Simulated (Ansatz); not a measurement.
# Potassium, bcc under LDA: convergence with the k-point mesh

A convergence test of the k-point mesh. The geometry was relaxed under LDA beforehand and stays fixed; 6 values are run, from 2×2×2 to 13×13×13. Wanted are the values from which on the energy stays within 10 and 1 meV/atom, and the pressure within 0.5 GPa, of the last run. Within the series other settings stay, but some runs also write fields, which adds to their time. Spin polarisation is left out.

Computed with Ansatz 0.2.0 (DFT LDA, plane waves with PAW, scalar-relativistic, unless a step says otherwise).

**1. The structure to begin with**

Symmetry: Im-3m, No. 229, cubic system. Conventional cell: a = 5.048 Å, b = 5.048 Å, c = 5.048 Å, α = 90.00°, β = 90.00°, γ = 90.00°. Around K (site symmetry m-3m) lie 8 K at 4.37 Å.

Coordinates:

```xyz
1
Lattice="-2.5242 2.5242 2.5242 2.5242 -2.5242 2.5242 2.5242 2.5242 -2.5242" Properties=species:S:1:pos:R:3 pbc="T T T"
K     0.0000    0.0000    0.0000
```

**2. k-mesh 2×2×2**

The run at 2×2×2.

The input, input.yaml:

```yaml
crystal:
  lattice:
    - [-2.5241928768, 2.5241928768, 2.5241928768]
    - [2.5241928768, -2.5241928768, 2.5241928768]
    - [2.5241928768, 2.5241928768, -2.5241928768]
  atoms:
    - { symbol: K, position: [0.0, 0.0, 0.0] }
hamiltonian:
  xc: lda
  pseudopotentials:
    kind: paw
    azcp:
      K: "pseudopotentials/K.paw.azcp"
basis:
  ecutwfc: 420
  fft_grid_basis: typed
kpoints:
  mp_grid: { grid: [2, 2, 2], shift: [0, 0, 0] }
magnetization:
  spin_polarized: false
scf:
  occupations: { method: fermi_dirac, width: 0.1 }
  lower_state_search: "off"
output:
  stress: true
```

Command:

```bash
$ ansatz run input.yaml --threads 2 --pin off --max-ram 5120MiB --backend cpu --events-out ev --progress --plain --runs-dir out
```

**3. k-mesh 3×3×3**

The run at 3×3×3.

Edit input.yaml of step 2 so:

```diff
@@ -17,3 +17,3 @@
 kpoints:
-  mp_grid: { grid: [2, 2, 2], shift: [0, 0, 0] }
+  mp_grid: { grid: [3, 3, 3], shift: [0, 0, 0] }
 magnetization:
```

**4. k-mesh 4×4×4**

The run at 4×4×4.

Edit input.yaml of step 3 so:

```diff
@@ -17,3 +17,3 @@
 kpoints:
-  mp_grid: { grid: [3, 3, 3], shift: [0, 0, 0] }
+  mp_grid: { grid: [4, 4, 4], shift: [0, 0, 0] }
 magnetization:
@@ -25 +25,5 @@
   stress: true
+  write_density: true
+  write_potential: true
+  elf: true
+  volumetric_format: npy
```

**5. k-mesh 6×6×6**

The run at 6×6×6.

Edit input.yaml of step 4 so:

```diff
@@ -17,3 +17,3 @@
 kpoints:
-  mp_grid: { grid: [4, 4, 4], shift: [0, 0, 0] }
+  mp_grid: { grid: [6, 6, 6], shift: [0, 0, 0] }
 magnetization:
@@ -25,5 +25 @@
   stress: true
-  write_density: true
-  write_potential: true
-  elf: true
-  volumetric_format: npy
```

**6. k-mesh 7×7×7**

The run at 7×7×7.

Edit input.yaml of step 5 so:

```diff
@@ -17,3 +17,3 @@
 kpoints:
-  mp_grid: { grid: [6, 6, 6], shift: [0, 0, 0] }
+  mp_grid: { grid: [7, 7, 7], shift: [0, 0, 0] }
 magnetization:
```

**7. k-mesh 13×13×13**

The run at 13×13×13.

Edit input.yaml of step 6 so:

```diff
@@ -17,3 +17,3 @@
 kpoints:
-  mp_grid: { grid: [7, 7, 7], shift: [0, 0, 0] }
+  mp_grid: { grid: [13, 13, 13], shift: [0, 0, 0] }
 magnetization:
@@ -25 +25,5 @@
   stress: true
+  write_density: true
+  write_potential: true
+  elf: true
+  volumetric_format: npy
```

(Steps that only read results are left out.)

Q: Predict the outcome of this session. Wanted: pressure at 13×13×13.

The runs gave:

```
                                           quantity                        value
      E(σ → 0) stays within 10 meV/atom of 13×13×13                from 7×7×7 on
                   E(σ → 0) stays within 1 meV/atom  not reached before 13×13×13
                      pressure stays within 0.5 GPa                from 2×2×2 on
                               pressure at 13×13×13                    -0.01 GPa
                    CPU time, dearest over cheapest                          7.9
energy of a separate run on a finer mesh (15×15×15)  +0.2 meV/atom from 13×13×13
```

At 2×2×2 the energy differs by +537.5 meV/atom and the pressure by -0.1 GPa. The error changes sign along the series: k-point sums are not variational. The energy has not settled to 1 meV/atom before the last mesh. A Fermi surface needs many points. A run on a finer mesh agrees with the yardstick to 1 meV/atom. The cell taken over is 10 % smaller than the measured one (71.32 Å³/atom, COD), which weighs on all values here.
